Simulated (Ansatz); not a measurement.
**SiH3 (doublet): from Hartree-Fock to the top rungs at distance H1–H2 along a hydrogen transfer = 1.036 Å, 6-31G**

How much of the correlation energy of SiH3 (doublet) does each wave-function method recover here?

Computed with Ansatz 0.2.0, Gaussian basis. Level: 6-31G, core rule «outside noble gas», up to 5 orbitals frozen.

Plan: UHF; CCSD(T) on ROHF; CCSD(T) on UHF; BCCD(T) on ROHF; CISD; CCSDT(Q) on ROHF; CCSDT(Q) on UHF; CISDTQ; CCSDTQ on ROHF; CCSDTQ on UHF; CASSCF and MRCISD+Q, 3 electrons in 3 orbitals; CASSCF and NEVPT2, 3 electrons in 3 orbitals; CASSCF and MRCISD+Q, 7 electrons in 7 orbitals; CASSCF and NEVPT2, 7 electrons in 7 orbitals; Full CI.

7 further runs of the same task are left out: 1 for a mislabelled method, 6 that didn't finish.

## Step 1: The system

The geometry derives from fragments relaxed apart (PBE0/def2-TZVP) and kept rigid, so it is no stationary point. A hydrogen atom is moved between rigid fragments.

4 atoms, charge 0, spin multiplicity 2.

Atoms are counted from 1 here; the program's logs count them from 0.

Bond lengths: H2–Si3 1.488 Å, Si3–H4 1.532 Å. Angles: H2–Si3–H4 105.0°.

## Step 2: UHF

Input file in.yaml:

```yaml
crystal:
  periodic: [false, false, false]
  atoms:
    - {symbol: H, position_ang: [-2.406856, 0.047936, 0.000000]}
    - {symbol: H, position_ang: [-1.370856, 0.047936, 0.000000]}
    - {symbol: Si, position_ang: [0.117144, 0.047936, 0.000000]}
    - {symbol: H, position_ang: [0.513579, -1.431577, 0.000000]}
basis:
  gaussian: {orbitals: 6-31G}
magnetization: {spin_polarized: true, initial_magnetization: 1}
hamiltonian: {xc: hf}
output: {orbitals: {seedname: orbitals}}
```

Started as:

```
$ ansatz run in.yaml --threads 1 --pin off --events-out ev --progress --plain --max-ram 2393MiB
```

The runs that follow: CCSD(T) on ROHF; CCSD(T) on UHF; BCCD(T) on ROHF; CISD; CCSDT(Q) on ROHF; CCSDT(Q) on UHF; CISDTQ; CCSDTQ on ROHF; CCSDTQ on UHF; CASSCF and MRCISD+Q, 3 electrons in 3 orbitals; CASSCF and NEVPT2, 3 electrons in 3 orbitals; CASSCF and MRCISD+Q, 7 electrons in 7 orbitals; CASSCF and NEVPT2, 7 electrons in 7 orbitals; Full CI.

Q: Predict the results of all the runs planned. Wanted: FCI below the RHF energy; RMP2 from FCI; UMP2 from FCI; RCCSD from FCI; RCCSD(T) from FCI; UCCSD(T) from FCI; RCCSDT(Q) from FCI; UCCSDT(Q) from FCI; NEVPT2 pair from FCI.

**Answer**, as computed:

| quantity | value |
| --- | --- |
| FCI below the RHF energy | -2.4675 eV |
| RMP2 from FCI | +887.9 meV |
| UMP2 from FCI | +897.2 meV |
| RCCSD from FCI | +65.4 meV |
| RCCSD(T) from FCI | +23.9 meV |
| UCCSD(T) from FCI | +44.4 meV |
| RCCSDT(Q) from FCI | +1.0 meV |
| UCCSDT(Q) from FCI | +0.7 meV |
| NEVPT2 pair from FCI | +450.4 meV |
| MRCISD+Q pair from FCI | -14.2 meV |
| NEVPT2 valence from FCI | +181.1 meV |
| levels within 1 kcal/mol (43 meV) | RCCSD(T), BCCD(T), RCCSDT, UCCSDT, CISDTQ, RCCSDT(Q), UCCSDT(Q), RCCSDTQ, UCCSDTQ, MRCISD+Q pair, MRCISD valence, MRCISD+Q valence |
| T1 diagnostic | 0.039 |
| effectively unpaired electrons | 1.22 |

RCCSD(T) misses by +23.9 meV, 1.0 % of the correlation energy. CCSD(T) misses by +23.9 meV on the restricted determinant and by +44.4 meV on the unrestricted one; the two need not hold the same state or core. MRCISD+Q pair falls below full CI: the +Q correction isn't variational, and the cores differ from full CI's. The occupations show some static correlation. Of the multireference levels listed MRCISD+Q valence comes nearest in total energy (+11.7 meV), which doesn't show that its space is the better one. Coupled cluster took another determinant than the lowest Hartree-Fock one. These misses are within one basis, not against nature; the frozen cores of restricted and unrestricted runs differ, which can shift their rows.
